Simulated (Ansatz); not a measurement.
`S=CS`, relaxed with RKS PBE-D4/def2-SVP in Ansatz from a rough embedded geometry. The force threshold is 0.03 eV/Å; the program also tests the step.

Charge 0, multiplicity 1.

Start:

```xyz
5

S     0.605    1.153    1.069
C    -0.219    0.514   -0.172
S    -0.172   -1.182   -0.516
H    -0.872    1.041   -0.845
H     0.658   -1.526    0.463
```

```csv
step,energy (eV),largest force (eV/Å),largest move (Å)
1,-22721.5497,1.472,0.000
2 (rejected),-22721.5183,1.294,0.150
3,-22721.6427,0.484,0.073
4,-22721.6648,0.276,0.059
5 (rejected),-22721.6617,0.626,0.022
6,-22721.6688,0.156,0.011
7,-22721.6704,0.025,0.013
```

End:

```xyz
5

S     0.594    1.258    1.075
C    -0.198    0.493   -0.131
S    -0.193   -1.201   -0.552
H    -0.859    1.037   -0.840
H     0.657   -1.587    0.448
```

Hardware: 2 threads of an Arm Neoverse V1 on a shared host. Wall time 5.5 s, peak host memory 0.11 GiB.
